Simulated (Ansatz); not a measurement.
Two structures, one formula

Two relaxed structures of CH3SSi (charge -1), singlet (PBE0-D4/def2-TZVPD; forces vanish, vibrations not checked).

A:

```json
{"atom": "C1", "x (Å)": "-0.0655", "y (Å)": "0.5984", "z (Å)": "-0.1888"}
{"atom": "Si2", "x (Å)": "-1.1815", "y (Å)": "-0.4184", "z (Å)": "-1.1031"}
{"atom": "S3", "x (Å)": "1.1237", "y (Å)": "0.2485", "z (Å)": "1.0797"}
{"atom": "H4", "x (Å)": "-0.7917", "y (Å)": "-1.7707", "z (Å)": "-0.4331"}
{"atom": "H5", "x (Å)": "-0.0349", "y (Å)": "1.6738", "z (Å)": "-0.3787"}
{"atom": "H6", "x (Å)": "0.9148", "y (Å)": "-1.0780", "z (Å)": "1.1419"}
```

B:

C1  (-0.983, -0.282, -0.907)
Si2  (-0.097, 1.090, -0.284)
S3  (1.283, 0.162, 1.260)
H4  (-0.888, -1.330, -0.615)
H5  (-1.731, -0.109, -1.683)
H6  (0.908, -1.124, 1.129)
(Å)

Program: Ansatz 0.2.0. Basis: def2-TZVPPD. Cores are frozen in the correlated methods. B3LYP uses VWN-RPA correlation.

(1) Which structure is lower at CCSD(T), and by how much? (An estimate is asked for; the value comes from the calculation.)

No T1 diagnostic of these runs exceeds 0.017. The restricted Hartree–Fock reference is unstable towards an unrestricted one at one or more of these structures.

Answers

(1) By the calculation: B, by 1.248 eV (electronic energy, against the other). By their contacts, A is CH₃SSi ([SiH][CH][SH]), total charge -1 and B is CH₃SSi ([CH2][Si][SH]), total charge -1.

All methods give the same order:

```csv
method,E(B) − E(A) (eV)
PBE-D4,-1.189
r2SCAN-D4,-1.228
PBE0-D4,-1.235
B3LYP-D4,-1.253
wB97M-V,-1.318
HF,-1.374
MP2,-1.277
CCSD,-1.277
CCSD(T),-1.248
```

Labels in which every atom is bracketed show which atoms are joined, not bond orders.

For scale, one of the runs: CCSD(T)/def2-TZVPPD, 187 basis functions, launched by `ansatz run in.yaml --threads 2 --pin off --events-out ev --progress --plain --max-ram 4352MiB`. Hardware: 2 CPU threads of an Arm Neoverse V1, shared host. Wall time 33 s; peak host memory 1.8 GiB.
